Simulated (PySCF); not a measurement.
# MgS: frontier orbitals

RHF at R = 2.171 Å; basis Mg def2-SVPD, S def2-SVPD; no relativity; PySCF 2.14. State: ¹Σ⁺ (singlet), closed shell. Only the outer orbitals are listed, counted within each symmetry.

| orbital | occ. | ε (eV) | on Mg (%) | main shells (%) |
| --- | --- | --- | --- | --- |
| 7σ | 2 | -21.83 | 8 | 92 S s |
| 8σ | 2 | -9.14 | 33 | 63 S p, 32 Mg s |
| 3π | 2 | -8.07 | 10 | 90 S p |
| 3π | 2 | -8.07 | 10 | 90 S p |
| 9σ | 0 | -1.73 | 86 | 48 Mg s, 37 Mg p, 12 S p |

Problem. Which are the highest filled and the lowest empty level, where do they sit, and how wide is the gap?

Solution. Highest filled 3π at -8.07 eV (in %: 90 S p); lowest empty 9σ at -1.73 eV (in %: 48 Mg s, 37 Mg p, 12 S p); the gap at RHF is 6.34 eV.

The bond order (Mayer) is 1.73. The ⟨S²⟩ is 0.000 and the charge on Mg (Mulliken, basis-dependent) is 0.80. The charge on Mg (Löwdin, basis-dependent) is 0.50 and the dipole moment (positive dipole means Mg(−)S(+)) is -9.59 D. The polarisability along the bond is 107.6 bohr³. The polarisability across the bond is 63.6 bohr³.
